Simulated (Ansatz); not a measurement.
in.yaml

```yaml
crystal:
  periodic: [false, false, false]
  atoms:
    - {symbol: Ge, position_ang: [0.000000, 0.000000, 0.000000]}
    - {symbol: N, position_ang: [0.000000, 0.000000, 1.738805]}
basis:
  gaussian: {orbitals: cc-pVTZ}
total_charge: 1
magnetization: {spin_polarized: false}
correlation: {method: bccd_t, electrons: outside_noble_gas}
```

```sh
$ ansatz run in.yaml --threads 1 --pin off --events-out ev --progress --plain --max-ram 2393MiB
```

Log:

```
470 factors; integrals over basis functions are off by at most 1.3e-3 eV
mean field evaluation 1: about -57923.0119 eV, gradient 8.3e1 eV
mean field evaluation 2: about -57923.1059 eV, gradient 8.3e1 eV
mean field evaluation 4: about -57940.8740 eV, gradient 1.7e1 eV
mean field evaluation 8: about -57942.4995 eV, gradient 1.4e0 eV
mean field evaluation 16: about -57942.5457 eV, gradient 5.9e-3 eV
mean field evaluation 32: about -57943.9657 eV, gradient 2.7e-6 eV
mean field evaluation 64: about -57942.6913 eV, gradient 1.7e0 eV
mean field evaluation 96: about -57943.9259 eV, gradient 2.6e0 eV
mean field evaluation 128: about -57937.6724 eV, gradient 3.6e1 eV
mean field evaluation 160: about -57924.8243 eV, gradient 2.5e1 eV
...
cycle   5  -7.76071465 eV  change    1.4e-2 eV  update   4.5e-3
cycle   6  -7.75582228 eV  change    4.9e-3 eV  update   2.8e-3
cycle   7  -7.75064955 eV  change    5.2e-3 eV  update   1.3e-3
cycle   8  -7.74908686 eV  change    1.6e-3 eV  update   4.3e-4
cycle   9  -7.74881555 eV  change    2.7e-4 eV  update   1.6e-4
cycle  10  -7.74874468 eV  change    7.1e-5 eV  update   7.9e-5
cycle  11  -7.74883789 eV  change   -9.3e-5 eV  update   4.8e-5
cycle  12  -7.74879813 eV  change    4.0e-5 eV  update   2.4e-5
cycle  13  -7.74883693 eV  change   -3.9e-5 eV  update   1.0e-5
cycle  14  -7.74883036 eV  change    6.6e-6 eV  update   2.3e-6
perturbative correction -0.85794731 eV, -0.0315289820 hartree
WARN: the results are in doubt because among natural orbitals full CI differs from the method by -0.090 eV
Total energy: -57951.15250786 eV, -2129.6655739619 hartree
In doubt: among natural orbitals full CI differs from the method by -0.090 eV
```

Ran on 1 thread of AMD EPYC 7R43, shared host: 30 s wall, 0.15 GiB peak host memory.
